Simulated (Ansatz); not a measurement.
A calculation on bcc Mo returned lattice constant a 3.202 Å, bulk modulus 234 GPa.

For reference: lattice constant a 3.141 Å (measured, static lattice: zero-point anharmonic expansion removed; as tabulated in Mejia-Rodriguez and Trickey (2018), arXiv:1807.09216); bulk modulus 265 GPa (measured, zero-point energy and finite temperature contributions removed, our sources range from 265 to 278; as tabulated in doi:10.1021/acs.jctc.3c00612).

### Question
Which level of theory produced these numbers?
(A) PBEsol-D3(BJ) (Ansatz, a program for electronic structure)
(B) BLYP (Ansatz)
(C) r²SCAN (Ansatz)
(D) HSE06 (Ansatz)

### Answer
B, BLYP (Ansatz)

The others give: HSE06 3.136 Å, 293 GPa; PBEsol-D3(BJ) 3.102 Å, 297 GPa; r²SCAN 3.151 Å, 271 GPa.

Unless a cell is named, each level is at its own relaxed cell (BLYP 16.41, HSE06 15.43, PBEsol-D3(BJ) 14.92, r²SCAN 15.64 Å³/atom).

Ansatz's density-functional and Hartree–Fock values are scalar-relativistic unless marked +SOC, with PAW data made under PBE.
